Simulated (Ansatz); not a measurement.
in.yaml

```yaml
crystal:
  periodic: [false, false, false]
  atoms:
    - {symbol: B, position_ang: [0.000000, 0.000000, 3.236077]}
    - {symbol: Al, position_ang: [0.000000, 0.000000, -0.213720]}
    - {symbol: H, position_ang: [0.000000, 0.000000, -3.022357]}
basis:
  gaussian: {orbitals: 6-31G}
magnetization: {spin_polarized: false, initial_magnetization: 3}
correlation: {method: fci, electrons: outside_noble_gas}
```

```sh
$ ansatz run in.yaml --threads 1 --pin off --events-out ev --progress --plain --max-ram 2393MiB
```

Task: Roughly how long does this take on 1 thread of INTEL XEON PLATINUM 8581C, shared host, and how much host memory?

Result: 8.5 s wall and 0.12 GiB.

```
498 factors; integrals over basis functions are off by at most 1.1e-7 eV
mean field evaluation 1: about -7258.6177 eV, gradient 8.9e0 eV
mean field evaluation 2: about -7258.6188 eV, gradient 8.9e0 eV
mean field evaluation 4: about -7260.4570 eV, gradient 2.5e0 eV
mean field evaluation 8: about -7260.5660 eV, gradient 5.2e-1 eV
mean field evaluation 16: about -7261.9169 eV, gradient 8.2e-1 eV
mean field evaluation 32: about -7262.0500 eV, gradient 3.0e-2 eV
mean field evaluation 64: about -7262.0499 eV, gradient 3.8e-5 eV
mean field evaluation 96: about -7261.9432 eV, gradient 4.0e-5 eV
mean field evaluation 128: about -7262.0197 eV, gradient 2.6e-1 eV
mean field evaluation 160: about -7261.9432 eV, gradient 3.7e-5 eV
mean field evaluation 192: about -7262.0515 eV, gradient 1.3e-1 eV
mean field evaluation 224: about -7260.5668 eV, gradient 2.9e-5 eV
mean field -7262.04993332 eV, -266.8754126551 hartree, gradient 2.5e-6 eV, S^2 3.750000; 21 other end points of the search recorded, 0 dependent functions left out
mean field evaluation 256: about -7261.2195 eV, gradient 2.5e0 eV
mean field evaluation 288: about -7262.0608 eV, gradient 1.4e-1 eV
mean field evaluation 320: about -7261.9783 eV, gradient 3.1e-3 eV
mean field evaluation 352: about -7261.8703 eV, gradient 3.1e-2 eV
determinant -7262.04993332 eV, -266.8754126551 hartree, with singles and doubles -7264.13728930 eV, -266.9521215727 hartree
determinant -7261.94319322 eV, -266.8714900288 hartree, with singles and doubles -7263.98801511 eV, -266.9466358472 hartree
determinant -7261.83507335 eV, -266.8675166969 hartree, with singles and doubles -7263.84929228 eV, -266.9415378773 hartree
determinant -7260.56679738 eV, -266.8209084146 hartree, with singles and doubles -7263.73874312 eV, -266.9374752707 hartree
determinant -7259.77189888 eV, -266.7916964339 hartree, with singles and doubles -7261.93881117 eV, -266.8713289915 hartree
determinant -7262.04993332 eV, -266.8754126551 hartree, with singles and doubles -7264.13886577 eV, -266.9521795068 hartree
determinant -7261.94319322 eV, -266.8714900288 hartree, with singles and doubles -7263.99264211 eV, -266.9468058866 hartree
determinant -7261.83507335 eV, -266.8675166969 hartree, with singles and doubles -7263.84893020 eV, -266.9415245713 hartree
determinant -7260.56679738 eV, -266.8209084146 hartree, with singles and doubles -7263.80112637 eV, -266.9397678127 hartree
6 core orbitals not correlated: weight in the atoms' cores, before any rotation towards them, 1.000 or more for the frozen orbitals, at most 0.000 for the correlated occupied ones
reference -7262.04993332 eV, -266.8754126551 hartree; 5, 2 occupied and 13, 16 virtual orbitals, 498 factors
state -7264.22035441 eV, -266.9551741592 hartree
Total energy: -7264.22035441 eV, -266.9551741592 hartree
```

Natural occupations: 1.9098 1.8791 1.0012 0.9342 0.9279 0.1180 0.1044 0.0526 0.0434 0.0080 0.0074 0.0055 0.0044 0.0018 0.0014 0.0003 0.0003 0.0002.
